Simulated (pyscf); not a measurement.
**Insertion: `[Cl][Ga]` [singlet] + `[OH][SiH3]` -> `[OH][SiH2][GaH][Cl]`**

Gas phase, singlet surface, charge 0. Bonds broken: Si4–H6. Bonds formed: Ga1–Si4, Ga1–H6. Optimised with ωB97X-D3(BJ)/def2-SVP in PySCF. Correlated levels are frozen-core, on RHF or UHF. ΔMP2 is the change of the MP2 total energy from the triple- to the quadruple-zeta basis.

Transition state (Å):

```xyz
8

Ga     1.0559     0.7598    -0.1450
Cl     2.3661     2.4371     0.0398
O     -0.8495    -1.9735    -0.5539
Si    -0.6843    -0.6875     0.5106
H     -1.0704    -1.7442    -1.4635
H     -0.0050     0.7692     1.4067
H     -1.8950     0.1682     0.3868
H     -0.3542    -1.4124     1.7565
```

One imaginary mode, 381i cm⁻¹; descent along it reached the two sides named, in the forms told below.

| bond | change | reactant side (Å) | saddle | product side |
|---|---|---|---|---|
| Si4–H6 | breaks | 1.480 | 1.840 | 3.7 |
| Ga1–Si4 | forms | 3.6 | 2.356 | 2.390 |
| Ga1–H6 | forms | 4.0 | 1.880 | 1.559 |

Electronic energies relative to the separated reactants (kJ/mol):

```csv
level,barrier,reaction energy,reverse barrier
ωB97X-D3(BJ)/def2-TZVP,132.8,-26.4,159.1
PBE/def2-TZVP,121.4,-2.1,123.6
r²SCAN/def2-TZVP,119.6,-18.1,137.7
B3LYP-D3(BJ)/def2-TZVP,155.3,+11.4,143.9
PBE0-D3(BJ)/def2-TZVP,125.2,-16.3,141.5
M06-2X/def2-TZVP,146.8,+1.2,145.6
ωB97M-D3(BJ)/def2-TZVP,155.5,+6.9,148.6
HF/def2-TZVP,217.5,+29.1,188.3
MP2/def2-QZVPP,142.1,-11.6,153.7
CCSD/def2-TZVPP,154.6,-4.0,158.5
CCSD(T)/def2-TZVPP,142.9,-8.9,151.8
CCSD(T)/def2-TZVPP + ΔMP2(QZVPP),145.3,-4.5,149.7
```

With CCSD(T)/def2-TZVPP + ΔMP2(QZVPP) energies and thermal terms (ideal gas, 1 atm, RRHO with modes under 100 cm⁻¹ raised to 100, one conformer, R ln 2 for chiral ones without a mode under 150 cm⁻¹), in kJ/mol:

```json
[
 {"T (K)": "298", "ΔH‡": "139.1", "ΔG‡": "184.3", "ΔH": "-3.8", "ΔG": "+39.4"},
 {"T (K)": "600", "ΔH‡": "141.3", "ΔG‡": "229.3", "ΔH": "+0.1", "ΔG": "+81.6"},
 {"T (K)": "900", "ΔH‡": "143.8", "ΔG‡": "272.7", "ΔH": "+4.3", "ΔG": "+121.5"},
 {"T (K)": "1200", "ΔH‡": "146.0", "ΔG‡": "315.4", "ΔH": "+8.4", "ΔG": "+159.9"}
]
```

On the reactant side the descent ends in a bound adduct (not fully relaxed), 39.4 kJ/mol under the separated species and 172.2 kJ/mol under the saddle at ωB97X-D3(BJ)/def2-TZVP. The same reactants have a lower exit, to H₃Si–O–Ga [singlet] + HCl (highest point, the separated products, at +42.4 kJ/mol at ωB97M-D3(BJ)/def2-TZVP, against +155.5 kJ/mol here). This is the saddle that the search found; another between the same sides may lie lower. The CCSD(T) − MP2 part came from Ansatz, without density fitting, on the same reference. The frozen core leaves the outer d or s,p core shells of the metals and heavy elements correlated in the MP2 and CC values, and def2-TZVPP describes them poorly, which can shift differences by a few kcal/mol. Elements up to Kr have no core potential and no relativistic terms here.
